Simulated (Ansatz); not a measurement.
**bcc Ba**

Computed with PBE-D3(BJ) in Ansatz (PAW).

Run with plane-wave cutoff 520 eV, 16×16×16 k mesh, Fermi–Dirac smearing 0.05 eV, scalar-relativistic PAW data made under PBE.

Cell: relaxed at this level.

```yaml
equilibrium_volume_per_atom: 59.65 Å³/atom
bulk modulus B0: 8.98 GPa
equilibrium_lattice_constant_a: 4.923 Å
band_gap: none
pressure derivative B′ of the bulk modulus: 2.8
```

Measured, for comparison: equilibrium volume per atom 62.31 Å³/atom (low-temperature or extrapolated to 0 K; zero-point anharmonic expansion removed; as tabulated in Csonka et al. (2009), arXiv:0903.4037); bulk modulus 9.34 GPa (corrected for temperature and zero-point phonon effects, our sources range from 9.34 to 10.6; as tabulated in Levämäki et al. (2014), arXiv:1402.3671); lattice constant a 4.995 Å (low-temperature or extrapolated to 0 K; zero-point anharmonic expansion removed, our sources range from 4.995 to 5.004; as tabulated in Csonka et al. (2009), arXiv:0903.4037). Computed (rounded) less measured: equilibrium volume per atom -4.3 %, bulk modulus -4 % (-4 % to -15 % over the range), lattice constant a -1.4 % (-1.4 % to -1.6 % over the range).

Spin–orbit coupling is not included.

Computed values are for the static lattice.

Cost on a shared machine: very roughly 70 core-seconds.

Ansatz is a quantum-chemistry and plane-wave program.
